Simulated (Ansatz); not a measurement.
Ideal-gas functions of AlH, SMILES `[AlH]` at 600 K and 1 bar, from an Ansatz frequency run at PBE0-D4/def2-TZVP.

Molar mass 27.99 g/mol, point group C∞v (symmetry number 1), electronic degeneracy 1, moments of inertia 2.693 u Å². Harmonic wavenumbers (cm⁻¹, unscaled): 1648.

Use S(trans) = R[1.5 ln M + 2.5 ln T − 1.1517]; rotational temperatures θ = 24.2544 K / I; S(rot) = R[ln(T/σθ) + 1]; for each mode x = 1.438777 ν̃/T, S = R[x/(eˣ − 1) − ln(1 − e⁻ˣ)] and H = RT x/(eˣ − 1); 1 cm⁻¹ = 0.0119627 kJ/mol; R = 8.31446 J/(mol·K).

Question: By hand: the entropy, in J/(mol·K).

Answer: Translation 164.9. Rotation: θ = 9.0065 K, giving 43.2. Vibration, mode by mode: 0.81, in all 0.8. Electronic 0.0. Sum 208.9 J/(mol·K).

Question: By hand: H − E and G − E in kJ/mol, counted from the electronic energy.

Answer: Zero-point energy ½ × 1648 × 0.0119627 = 9.9; thermal vibration 0.4; translation, rotation and pV give 3.5 RT = 17.5. H − E = 27.8 kJ/mol, and G − E = 27.8 − 600 × 208.9/1000 = -97.5 kJ/mol.

Vibration gives 0 % of the entropy; all modes have x over 3 and are hardly excited.
